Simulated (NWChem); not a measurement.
# SiH₃ cation

```xyz
4

Si     0.0000     0.0000     0.0000
H      1.0547     1.0547     0.0000
H      0.3860    -1.4407     0.0000
H     -1.4407     0.3860     0.0000
```
Atoms are numbered in this order, from 1.

All runs: NWChem. The geometry was optimised at PBE-D3(BJ)/def2-SVP.

### Question
Estimate the computed values for PBE/def2-SVP. Quantities: highest occupied level (eV); orbital gap (eV).

### Answer
| Item | Value |
|---|---|
| highest occupied level (eV) | -16.26 |
| orbital gap (eV) | 4.97 |
